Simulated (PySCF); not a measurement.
Which level of theory gave which numbers?

Species: C4H5P.
Atom-mapped SMILES: `[cH:1]1[cH:2][cH:3][pH:4][cH:5]1` (hydrogens: H6 on C1; H7 on C2; H8 on C3; H9 on P4; H10 on C5)

The closed-shell ground state was solved 5 times with PySCF (density fitting, gas phase), always in the pcSseg-2 basis (257 functions), with these functionals: B97-2, BHandHLYP, CAM-B3LYP, LC-wPBE and wB97X-D. Isolated species at its PBE0-D3(BJ)/def2-SVP geometry, gas phase.

```json
{"row": "P", "total energy (Eh)": "-496.7140", "HOMO (eV)": "-7.64", "LUMO (eV)": "-0.29", "dipole (D)": "0.84"}
{"row": "Q", "total energy (Eh)": "-496.6000", "HOMO (eV)": "-9.45", "LUMO (eV)": "0.83", "dipole (D)": "0.91"}
{"row": "R", "total energy (Eh)": "-496.7365", "HOMO (eV)": "-8.08", "LUMO (eV)": "-0.20", "dipole (D)": "0.80"}
{"row": "S", "total energy (Eh)": "-496.7584", "HOMO (eV)": "-8.63", "LUMO (eV)": "0.44", "dipole (D)": "0.84"}
{"row": "T", "total energy (Eh)": "-496.7828", "HOMO (eV)": "-6.58", "LUMO (eV)": "-1.34", "dipole (D)": "0.79"}
```

Q: Which functional belongs to which row?

A: P = BHandHLYP, Q = LC-wPBE, R = CAM-B3LYP, S = wB97X-D, T = B97-2. By rising HOMO–LUMO gap: B97-2 (global hybrid, 21 % exact exchange) 5.24 eV; BHandHLYP (global hybrid, 50 % exact exchange) 7.35 eV; CAM-B3LYP (range-separated hybrid) 7.88 eV; wB97X-D (range-separated hybrid) 9.07 eV; LC-wPBE (range-separated hybrid) 10.28 eV. Total energies of different functionals aren't bounds to one another; each is stationary for its own functional.

wB97X-D is run here without its empirical dispersion term; that term would change no orbital, density or response property at a fixed geometry.
